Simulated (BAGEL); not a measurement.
# BNH4 (BH2(NH2)) at HF/def2-TZVPP (density fitting with qzvpp-jkfit)

Aim: the energy change on altering one bond length of BNH4 (BH2(NH2)) at HF/def2-TZVPP (density fitting with qzvpp-jkfit), from 2 runs. 

The results are computed with BAGEL 1.2.2.

1 further run of the same task is left out (it didn't finish).

## Step 1: The system as given

BNH4 has 6 atoms, charge 0, and is taken as a singlet. As SMILES, `[H]B([H])N`. The coordinates come from a GFN2-xTB relaxation.

Bond lengths: B1–N4 1.378 Å, B1–H2 1.171 Å, B1–H3 1.171 Å, N4–H5 1.007 Å, N4–H6 1.007 Å. Angles: B1–N4–H5 123.8°, B1–N4–H6 123.7°, H2–B1–N4 118.8°, H3–B1–N4 119.0°, H5–N4–H6 112.5°, H2–B1–H3 122.1°.

## Step 2: A single-point energy at HF/def2-TZVPP (density fitting with qzvpp-jkfit)

File job.json:

```json
{ "bagel": [

{
  "title": "molecule",
  "basis": "tzvpp",
  "df_basis": "qzvpp-jkfit",
  "angstrom": "true",
  "geometry": [
    { "atom": "B", "xyz": [       0.341950,       0.595150,       0.003650 ] },
    { "atom": "H", "xyz": [       1.330110,       0.674300,       0.627440 ] },
    { "atom": "H", "xyz": [      -0.078600,       1.496820,      -0.614110 ] },
    { "atom": "N", "xyz": [      -0.345390,      -0.598720,      -0.003870 ] },
    { "atom": "H", "xyz": [      -1.199300,      -0.750580,      -0.515060 ] },
    { "atom": "H", "xyz": [      -0.048780,      -1.416960,       0.501960 ] }
  ]
},

{
  "title": "hf"
},

{
  "title": "print",
  "file": "orbitals.molden",
  "orbitals": "true"
}

]}
```

Launch:

```console
BAGEL_NUM_THREADS=1 BAGEL job.json > job.out
```

The log of the run:

```text
* using 1 threads per process

  ===============================================================
  ===============================================================

  *** Geometry ***

  { "atom" : "B", "xyz" : [      0.646192,      1.124671,      0.006898 ] },
  { "atom" : "H", "xyz" : [      2.513544,      1.274242,      1.185690 ] },
  { "atom" : "H", "xyz" : [     -0.148532,      2.828580,     -1.160500 ] },
  { "atom" : "N", "xyz" : [     -0.652693,     -1.131417,     -0.007313 ] },
  { "atom" : "H", "xyz" : [     -2.266349,     -1.418391,     -0.973322 ] },
  { "atom" : "H", "xyz" : [     -0.092181,     -2.677666,      0.948567 ] },

  Number of auxiliary basis functions:      224

  Since a DF basis is specified, we compute 2- and 3-index integrals:
    o Being stored without compression. Storage requirement is 0.025 GB

  Number of basis functions:      118
  Number of electrons      :       16

    * METHOD: MOLECULE                             0.08

  *** RHF ***

  === Nuclear Repulsion ===
    32.5354765644

      * DIIS with orbital gradients will be used.

  === RHF iteration (tzvpp) ===
      0        -81.39928658          0.02087539           0.02
      1        -81.48960657          0.01209327           0.02
      2        -81.52817406          0.00157745           0.02
      3        -81.52913534          0.00017226           0.02
      4        -81.52914661          0.00004289           0.02
      5        -81.52914750          0.00000756           0.02
      6        -81.52914753          0.00000154           0.02
      7        -81.52914753          0.00000030           0.02
      8        -81.52914753          0.00000008           0.02
      9        -81.52914753          0.00000003           0.02
     10        -81.52914753          0.00000001           0.02
    * SCF iteration converged.

    * Permanent dipole moment:
           (    0.337408,     0.584852,     0.003641) a.u.

    * METHOD: HF                                   0.28

    * METHOD: PRINT                                0.02

  ===============================================================
```

Wall time 0.56 s (1 thread of Arm Neoverse V2, shared host).

## Step 3: The distorted shape, same level

File input.json:

```json
{ "bagel" : [

{
  "title" : "molecule",
  "basis" : "tzvpp",
  "df_basis" : "qzvpp-jkfit",
  "angstrom" : "true",
  "geometry" : [
    { "atom" : "B", "xyz" : [       0.045529,       0.571407,      -0.183470 ] },
    { "atom" : "H", "xyz" : [       1.330110,       0.674300,       0.627440 ] },
    { "atom" : "H", "xyz" : [      -0.375021,       1.473077,      -0.801230 ] },
    { "atom" : "N", "xyz" : [      -0.641811,      -0.622463,      -0.190990 ] },
    { "atom" : "H", "xyz" : [      -1.495721,      -0.774323,      -0.702180 ] },
    { "atom" : "H", "xyz" : [      -0.345201,      -1.440703,       0.314840 ] }
  ]
},

{ "title" : "hf" },

{ "title" : "print", "file" : "orbitals.molden", "orbitals" : "true" }

]}
```

Launch:

```console
BAGEL_NUM_THREADS=1 BAGEL input.json > input.out
```

The log of the run:

```text
* using 1 threads per process

  ===============================================================
  ===============================================================

  *** Geometry ***

  { "atom" : "B", "xyz" : [      0.086037,      1.079803,     -0.346708 ] },
  { "atom" : "H", "xyz" : [      2.513544,      1.274242,      1.185690 ] },
  { "atom" : "H", "xyz" : [     -0.708687,      2.783712,     -1.514105 ] },
  { "atom" : "N", "xyz" : [     -1.212847,     -1.176285,     -0.360919 ] },
  { "atom" : "H", "xyz" : [     -2.826503,     -1.463258,     -1.326928 ] },
  { "atom" : "H", "xyz" : [     -0.652335,     -2.722534,      0.594961 ] },

  Number of auxiliary basis functions:      224

  Since a DF basis is specified, we compute 2- and 3-index integrals:
    o Being stored without compression. Storage requirement is 0.025 GB

  Number of basis functions:      118
  Number of electrons      :       16

    * METHOD: MOLECULE                             0.08

  *** RHF ***

  === Nuclear Repulsion ===
    31.7446674700

      * DIIS with orbital gradients will be used.

  === RHF iteration (tzvpp) ===
      0        -81.36457624          0.02071047           0.02
      1        -81.45823978          0.01214660           0.02
      2        -81.49811488          0.00156587           0.02
      3        -81.49923144          0.00015961           0.02
      4        -81.49924445          0.00003992           0.02
      5        -81.49924530          0.00001004           0.02
      6        -81.49924536          0.00000255           0.02
      7        -81.49924536          0.00000065           0.02
      8        -81.49924536          0.00000017           0.02
      9        -81.49924536          0.00000009           0.02
     10        -81.49924536          0.00000002           0.02
     11        -81.49924536          0.00000000           0.02
    * SCF iteration converged.

    * Permanent dipole moment:
           (    0.583631,     0.629466,     0.149981) a.u.

    * METHOD: HF                                   0.29

    * METHOD: PRINT                                0.02

  ===============================================================
```

Run time: 0.56 s. Hardware: 1 thread of Arm Neoverse V2, shared host.

## Step 4: Results

Level: HF/def2-TZVPP (density fitting with qzvpp-jkfit).

| quantity | value |
| --- | --- |
| first shape: total energy | -81.52915 Eh |
| first shape: dipole moment | 1.72 D |
| first shape: HOMO energy | -11.98 eV |
| first shape: LUMO energy | 3.32 eV |
| first shape: HOMO–LUMO gap | 15.30 eV |
| distorted shape: total energy | -81.49925 Eh |
| distorted shape: dipole moment | 2.21 D |
| distorted shape: HOMO energy | -11.50 eV |
| distorted shape: LUMO energy | 3.21 eV |
| distorted shape: HOMO–LUMO gap | 14.71 eV |
| energy change with the B1–H2 bond stretched from 1.171 to 1.523 Å | 0.814 eV |

In words: With the B1–H2 bond stretched from 1.171 to 1.523 Å the energy rises by 0.81 eV (18.8 kcal/mol). The first shape isn't relaxed at this level, so the change isn't measured from a minimum.
